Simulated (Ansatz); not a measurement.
## Ansatz (development build ahead of 0.2.0) run

```yaml
crystal:
  periodic: [false, false, false]
  atoms:
    - { symbol: H, position_ang: [-0.45404, 1.161, 0.41352] }
    - { symbol: C, position_ang: [0.23885, 0.71587, 1.0688] }
    - { symbol: C, position_ang: [1.03426, 0.54138, 2.06706] }
    - { symbol: O, position_ang: [1.86006, 0.32417, 2.84835] }
basis:
  gaussian: { orbitals: def2-SVP }
magnetization:
  spin_polarized: true
  initial_magnetization: 1
hamiltonian:
  xc: pbe0
output:
  forces: true
```

The input is written out in the form of the current development build from the run's settings.

Output:

```
Converged                       : yes
Total energy                    : -151.63467 hartree
Spin squared of the determinant : 0.760
Stability test                  : minimum
```

Forces (eV/Å):
```csv
atom,Fx,Fy,Fz
H1,-0.718,0.477,-0.520
C2,0.999,-0.660,1.220
C3,-1.456,0.595,-2.281
O4,1.175,-0.412,1.580
```
